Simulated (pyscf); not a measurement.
## Ring closure: `[CH2]=[C]=[CH2]` → `[C]1[CH2][CH2]1` [singlet]

Gas phase, singlet surface, charge 0. Bonds broken: none. Bonds formed: C1–C3. Optimised with ωB97X-D3(BJ)/def2-SVP in PySCF. Correlated levels are frozen-core, on RHF or UHF. ΔMP2 is the change of the MP2 total energy from the triple- to the quadruple-zeta basis.

Transition state (Å):

```xyz
7

C     -1.5476    -0.1536     0.2697
C     -1.2482     0.1036    -1.0735
C      0.1061     0.1433    -0.7780
H     -2.3913    -0.8191     0.5140
H     -0.9596     0.1526     1.1570
H      0.5868     0.7802    -0.0138
H      0.8028    -0.5083    -1.3319
```

One imaginary mode, 614i cm⁻¹; descent along it reached the two sides named.

```csv
bond,change,reactant side (Å),saddle,product side
C1–C3,forms,2.6,1.980,1.485
```

Electronic energies relative to the reactant's lowest minimum found (kcal/mol):

| level | barrier | reaction energy | reverse barrier |
|---|---|---|---|
| ωB97X-D3(BJ)/def2-TZVP | 74.6 | +63.5 | 11.0 |
| PBE/def2-TZVP | 73.7 | +69.3 | 4.4 |
| r²SCAN/def2-TZVP | 75.0 | +68.7 | 6.3 |
| B3LYP-D3(BJ)/def2-TZVP | 75.3 | +70.4 | 4.9 |
| PBE0-D3(BJ)/def2-TZVP | 74.8 | +66.4 | 8.4 |
| M06-2X/def2-TZVP | 75.9 | +65.7 | 10.1 |
| ωB97M-D3(BJ)/def2-TZVP | 74.1 | +65.5 | 8.6 |
| HF/def2-TZVP | 74.6 | +60.6 | 14.0 |
| MP2/def2-QZVPP | 74.3 | +70.4 | 3.9 |
| CCSD/def2-TZVPP | 74.9 | +65.4 | 9.5 |
| CCSD(T)/def2-TZVPP | 73.4 | +67.0 | 6.5 |
| CCSD(T)/def2-TZVPP + ΔMP2(QZVPP) | 73.4 | +67.1 | 6.3 |

With CCSD(T)/def2-TZVPP + ΔMP2(QZVPP) energies and thermal terms (ideal gas, 1 atm, RRHO with modes under 100 cm⁻¹ raised to 100, one conformer, R ln 2 for rigid chiral ones), in kcal/mol:

```
T (K)   ΔH‡   ΔG‡     ΔH     ΔG
-----  ----  ----  -----  -----
298    71.9  71.0  +66.0  +65.7
600    71.3  70.3  +66.0  +65.5
900    70.7  70.0  +66.1  +65.2
1200   70.2  69.8  +66.3  +64.9
```

This is the saddle that the search found; another between the same sides may lie lower. A restricted singlet here is unstable towards spin polarisation, as is usual where a triplet lies low; its energy is less safe. The CCSD(T) − MP2 part came from Ansatz, without density fitting, on the same reference.
